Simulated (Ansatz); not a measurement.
Scan of HAl–CH, quartet

Starting geometry (PBE0/def2-TZVP stationary point for this spin, not checked as a minimum):

| atom | x (Å) | y (Å) | z (Å) |
| --- | --- | --- | --- |
| Al | 0.0000 | -0.0744 | 0.6134 |
| C | 0.0000 | 0.0101 | -1.3080 |
| H | 0.0000 | 1.3217 | 1.4205 |
| H | 0.0000 | 0.5490 | -2.2537 |

From there C2, H4 move together along the line of the two atoms named below, all else staying in place; atoms are numbered as listed. Energies are in kcal/mol, counted from the starting geometry at the same level. Kohn–Sham curves are unrestricted where that lies lower.

Basis 6-31G; Ansatz 0.2.0. Correlated methods freeze the noble-gas cores.

Unrestricted Kohn–Sham rows aren't spin-pure: their determinants' ⟨S²⟩ exceeds S(S+1) by up to 0.12, so they mix in states of higher spin.

Full CI is exact within this basis and frozen core; it isn't the basis-set limit.

```tsv
distance Al1-C2 (Å)	B2PLYP
1.544	56.8
1.763	8.9
1.923	0.0
2.107	2.8
2.373	17.2
2.689	37.7
3.113	59.0
3.498	67.8
4.321	72.2
5.207	72.8
6.629	72.9
```

Q: Estimate the full CI curve in 6-31G from this one, knowing how B2PLYP differs from it in such a basis.

A: The computed full CI values, in kcal/mol from the starting point, and the difference of B2PLYP against them:
| distance Al1-C2 (Å) | full CI | B2PLYP less full CI |
| --- | --- | --- |
| 1.544 | 60.9 | -4.1 |
| 1.763 | 10.3 | -1.4 |
| 1.923 | 0.0 | 0.0 |
| 2.107 | 1.4 | 1.4 |
| 2.373 | 14.1 | 3.1 |
| 2.689 | 32.7 | 5.0 |
| 3.113 | 51.0 | 8.0 |
| 3.498 | 57.4 | 10.4 |
| 4.321 | 59.3 | 12.9 |
| 5.207 | 59.6 | 13.2 |
| 6.629 | 59.7 | 13.2 |

B2PLYP at 6.629 Å lies 13.2 kcal/mol (22 %) above the reference in this basis.

In so small a basis the reference is far from its limit. A double hybrid takes much of its correlation from a semilocal functional, which needs less basis, so its difference from the reference holds the reference's basis and frozen-core error beside its own. The set has no polarisation functions, which weighs most on the reference.
